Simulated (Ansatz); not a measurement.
Energy needed to pull apart H2S2 (SMILES SS), singlet, into free ground-state atoms, from the structure below (displaced at random from a GFN2-xTB minimum); no zero-point or spin–orbit terms; open-shell atoms are treated unrestricted, in their ground-state multiplicity.

S1  (0.828, -0.769, 0.094)
S2  (-0.031, 1.128, 0.130)
H3  (-0.085, -1.403, 0.821)
H4  (-0.707, 1.044, -1.065)
(Å)

Computed with Ansatz 0.2.0 (basis: def2-TZVPP); correlated methods freeze the cores.

```tsv
method	atomization energy (kcal/mol)
PBE-D4	247.7
revPBE-D4	241.8
r2SCAN-D4	242.9
PBE0-D4	?
CAM-B3LYP-D4	238.5
wB97M-V	245.6
HF	154.1
MP2	?
CCSD	226.1
CCSD(T)	231.5
```

Problem. What does MP2 give? (Judge from chemistry; the value comes from the calculation.)

Solution. By the calculation: 232.2 kcal/mol, which is about 0.7 kcal/mol more than CCSD(T)/def2-TZVPP.

Problem. What does PBE0-D4 give? (To be estimated.)

Solution. The calculation gives: 241.1 kcal/mol, which is about 9.6 kcal/mol more than CCSD(T)/def2-TZVPP.

In triple zeta the MP2 and coupled-cluster atomization energies are still short of their basis limit by a few kcal/mol a bond, whereas those of the functionals are nearly converged, so these differences are not deviations from converged CCSD(T).

No T1 diagnostic of these runs exceeds 0.012.

For scale, one of the runs: CCSD(T)/def2-TZVPP forces, 112 basis functions (an equivalent command: `ansatz run in.yaml --threads 4`). Hardware: 4 CPU threads, shared host. Wall time 8 s; peak host memory 0.62 GiB.
